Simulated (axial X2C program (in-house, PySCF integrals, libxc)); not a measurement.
## Bond lengths and stretching modes, held linear, of SiCN

Computed with an in-house all-electron X2C program for linear molecules (integrals from PySCF): two-component X2C with atomic mean-field Coulomb and Gaunt terms, Gaussian nuclei, basis Si dyall-v3z, C dyall-v3z, N dyall-av3z with contracted cores. Spin-free rows use the one-electron spin-free X2C Hamiltonian.

Masses Si 27.977, C 12.000, N 14.003 u. States: 2c Ω = 1/2 (beyond evenly filled blocks: ω = 1/2); spin-free M_S = 1/2, Λ = 1 (beyond evenly filled blocks: π+α).

BHandHLYP, spin-free: energies above the lowest point

```tsv
r(Si–C) (Å)	r(C–N) (Å)	E (meV)
1.8037	1.1339	22.31
1.8037	1.1630	18.49
1.8037	1.1921	107.61
1.8500	1.1339	0.00
1.8500	1.1630	1.28
1.8500	1.1921	96.17
1.8500	1.2212	266.96
1.8962	1.1339	13.73
1.8962	1.1630	19.12
1.8962	1.1921	118.70
1.9425	1.1630	65.12
1.9425	1.2212	348.93
```

Problem. Fit a quadratic surface with cubic terms in each bond: where is the minimum, and what are the two stretching wavenumbers?

Solution. At BHandHLYP, spin-free: bonds 1.851 and 1.148 Å; harmonic stretches 568.2 and 2264.2 cm⁻¹; force constants 2.6, 19.4 and coupling 0.56 mdyn/Å.

The other levels and Hamiltonians give:

```
Hamiltonian      level  r(Si–C) (Å)  r(C–N) (Å)  lower stretch (cm⁻¹)  upper stretch (cm⁻¹)
         2c       PBE0        1.848       1.162                 573.7                2184.9
         2c         HF        1.871       1.139                 559.8                2101.2
         2c  BHandHLYP        1.851       1.148                 568.0                2264.4
  spin-free       PBE0        1.848       1.162                 573.9                2184.7
  spin-free         HF        1.871       1.139                 560.1                2099.0
```

Each state is one determinant, the lowest of a limited PBE0 search; the stretches come from a fit to these few points and carry an uncertainty of a few per cent. Other orders of the atoms were not compared. Left out for rough or failed fits: MP2 2c, MP2 spin-free. The molecule was held linear; bending was not examined, so a bent shape may lie lower. Note: functional without a current term on a determinant with orbital currents, of the molecule or an atom.
